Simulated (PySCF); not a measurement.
# C₄H₂: fields and orbitals

For C₄H₂, the scripts below analyse its density (charges, bond critical points, surface potential), compute its lowest excited states and see where an electron leaves and enters.

Method: levels as typed in each script, gas phase, geometry from GFN2-xTB; program: PySCF 2.14.0.

## 1. The starting structure

SMILES `C#CC#C`, 6 atoms, charge 0, spin multiplicity 1.

Bond lengths: C1–C2 1.204 Å, C1–H5 1.048 Å, C2–C3 1.360 Å, C3–C4 1.204 Å, C4–H6 1.048 Å. Angles: C2–C1–H5 180.0°, C1–C2–C3 180.0°, C2–C3–C4 180.0°, C3–C4–H6 180.0°.

Coordinates:

```xyz
6

C     1.8840    0.0000    0.0000
C     0.6801    0.0003    0.0000
C    -0.6801   -0.0003    0.0000
C    -1.8840    0.0000    0.0000
H     2.9323   -0.0003    0.0000
H    -2.9323    0.0003    0.0000
```

## 2. Density, bond paths and surface potential (BP86/def2-tzvp)

Input file input.py:

```python
import numpy as np
from pyscf import gto, scf, dft
from pyscf.scf import atom_ks, atom_hf
from scipy.linalg import block_diag

def solve(mol, dm0=None, hcore=None):
    mf = (dft.UKS if mol.spin else dft.RKS)(mol, xc='bp86')
    mf.grids.level = 3
    mf = mf.density_fit(auxbasis='def2-universal-jkfit')
    mf.conv_tol, mf.max_cycle = 1e-8, 80
    if hcore is not None:
        mf.get_hcore = lambda *args: hcore
    mf.kernel(dm0)
    if not mf.converged:
        mf = mf.newton().run(mf.mo_coeff, mf.mo_occ, max_cycle=30)
    assert mf.converged, 'SCF not converged'
    return mf

mol = gto.M(atom='''
C      1.88397    -0.00002     0.00000
C      0.68014     0.00029     0.00000
C     -0.68014    -0.00029     0.00000
C     -1.88397     0.00002     0.00000
H      2.93228    -0.00033     0.00000
H     -2.93228     0.00033     0.00000
''', basis='def2-tzvp', charge=0, spin=0, verbose=4)
mf = solve(mol)
mf.analyze()
# spherically averaged free atoms, for the promolecule
atm = atom_ks.get_atm_nrks(mol, xc='bp86')
pro = block_diag(*[(atm[a[0]][2] * atm[a[0]][3]) @ atm[a[0]][2].T for a in mol._atom])
np.savez('result.npz', e=mf.e_tot, c=mf.mo_coeff, occ=mf.mo_occ, eps=mf.mo_energy, pro=pro, dip=mf.dip_moment(verbose=0), s2=mf.spin_square()[0])
```

Command:

```console
$ OMP_NUM_THREADS=1 python input.py
```

## 4. Excited states (CAM-B3LYP/def2-svpd)

Input file input.py:

```python
import numpy as np
from pyscf import gto, scf, dft, tdscf
from pyscf.scf import atom_ks, atom_hf
from scipy.linalg import block_diag

def solve(mol, dm0=None, hcore=None):
    mf = (dft.UKS if mol.spin else dft.RKS)(mol, xc='camb3lyp')
    mf.grids.level = 3
    mf = mf.density_fit(auxbasis='def2-universal-jkfit')
    mf.conv_tol, mf.max_cycle = 1e-8, 80
    if hcore is not None:
        mf.get_hcore = lambda *args: hcore
    mf.kernel(dm0)
    if not mf.converged:
        mf = mf.newton().run(mf.mo_coeff, mf.mo_occ, max_cycle=30)
    assert mf.converged, 'SCF not converged'
    return mf

mol = gto.M(atom='''
C      1.88397    -0.00002     0.00000
C      0.68014     0.00029     0.00000
C     -0.68014    -0.00029     0.00000
C     -1.88397     0.00002     0.00000
H      2.93228    -0.00033     0.00000
H     -2.93228     0.00033     0.00000
''', basis='def2-svpd', charge=0, spin=0, verbose=4)
mf = solve(mol)
td = mf.TDA()
td.nstates, td.singlet, td.conv_tol = 5, True, 1e-5
td.kernel()
td.analyze()
x, y = np.array([p[0] for p in td.xy]), np.array([p[1] + 0 * p[0] for p in td.xy])
f, mu = td.oscillator_strength(), td.transition_dipole()
nto = [td.get_nto(state=i + 1, verbose=4) for i in range(len(td.e))]
# spherically averaged free atoms, for the promolecule
atm = atom_ks.get_atm_nrks(mol, xc='camb3lyp')
pro = block_diag(*[(atm[a[0]][2] * atm[a[0]][3]) @ atm[a[0]][2].T for a in mol._atom])
np.savez('result.npz', e=td.e, f=f, ok=td.converged, w=[n[0] for n in nto], nto=[n[1] for n in nto], x=x, y=y, c=mf.mo_coeff, occ=mf.mo_occ, eps=mf.mo_energy, pro=pro, mu=mu)
```

## 6. Removing and adding an electron (LDA (SVWN)/def2-svpd)

Input file input.py:

```python
import numpy as np
from pyscf import gto, scf, dft
from pyscf.scf import atom_ks, atom_hf
from scipy.linalg import block_diag

def solve(mol, dm0=None, hcore=None):
    mf = (dft.UKS if mol.spin else dft.RKS)(mol, xc='svwn')
    mf.grids.level = 3
    mf = mf.density_fit(auxbasis='def2-universal-jkfit')
    mf.conv_tol, mf.max_cycle = 1e-8, 80
    if hcore is not None:
        mf.get_hcore = lambda *args: hcore
    mf.kernel(dm0)
    if not mf.converged:
        mf = mf.newton().run(mf.mo_coeff, mf.mo_occ, max_cycle=30)
    assert mf.converged, 'SCF not converged'
    return mf

mol = gto.M(atom='''
C      1.88397    -0.00002     0.00000
C      0.68014     0.00029     0.00000
C     -0.68014    -0.00029     0.00000
C     -1.88397     0.00002     0.00000
H      2.93228    -0.00033     0.00000
H     -2.93228     0.00033     0.00000
''', basis='def2-svpd', charge=0, spin=0, verbose=4)
mf = solve(mol)
out = dict(e0=mf.e_tot, dm0=mf.make_rdm1(), c=mf.mo_coeff, occ=mf.mo_occ, eps=mf.mo_energy)
for name, dq, spin in [('cation', 1, 1), ('anion', -1, 1)]:
    ion = mol.copy().set(charge=mol.charge + dq, spin=spin).build()
    mi = solve(ion)
    if spin and dq > 0 and mol.nao < 130:
        c, _, stable, _ = mi.stability(return_status=True)
        if not stable:
            mi = solve(ion, mi.make_rdm1(c, mi.mo_occ))
    print(name, 'vertical energy change / eV', (mi.e_tot - mf.e_tot) * 27.211386)
    out.update({'e_' + name: mi.e_tot, 'dm_' + name: mi.make_rdm1(), 's2_' + name: mi.spin_square()[0], 'eps_' + name: mi.mo_energy, 'occ_' + name: mi.mo_occ})
# spherically averaged free atoms, for the promolecule
atm = atom_ks.get_atm_nrks(mol, xc='svwn')
pro = block_diag(*[(atm[a[0]][2] * atm[a[0]][3]) @ atm[a[0]][2].T for a in mol._atom])
np.savez('result.npz', pro=pro, **out)
```

(Steps that only read results are left out.)

Before running it: what results should come out? Wanted: dipole moment; HOMO, LUMO; lowest singlet excitation.

As calculated:

| quantity | value |
| --- | --- |
| dipole moment (BP86/def2-tzvp) | 0.00 D |
| HOMO, LUMO (BP86/def2-tzvp) | -6.69, -1.88 eV |
| lowest singlet excitation (CAM-B3LYP/def2-svpd) | 4.87 eV |

**Reading.** At BP86/def2-tzvp: The highest Hirshfeld charge is on H5 and H6 (+0.10 e), the lowest on C1 and C4 (−0.07 e). The geometry was not optimised at these levels.
